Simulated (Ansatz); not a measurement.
```xyz
10

B    -0.542   -0.015    1.821
Si   -0.941   -0.390   -0.091
Si    1.036    0.286   -1.181
H     0.012   -0.825    2.504
H    -0.756    1.063    2.291
H    -2.058    0.411   -0.665
H    -1.155   -1.828   -0.416
H     2.192   -0.521   -0.705
H     1.316    1.720   -0.907
H     0.895    0.099   -2.650
```

Charge 0, multiplicity 1.

List the B3LYP/def2-TZVPP orbital energies in eV (Ansatz). (Estimate.)

Ansatz gave: Occupied: -1798.96, -1798.58, -184.15, -143.53, -143.20, -98.84, -98.83, -98.83, -98.52, -98.50, -98.48, -15.73, -14.25, -12.90, -10.34, -9.81, -9.68, -9.17, -8.68, -7.76. Lowest empty: -2.68, 0.19, 0.25, 0.63, 1.14, 1.39, 1.41, 1.81.

B3LYP here is the variant with VWN-RPA as its local correlation; programs differ in this.
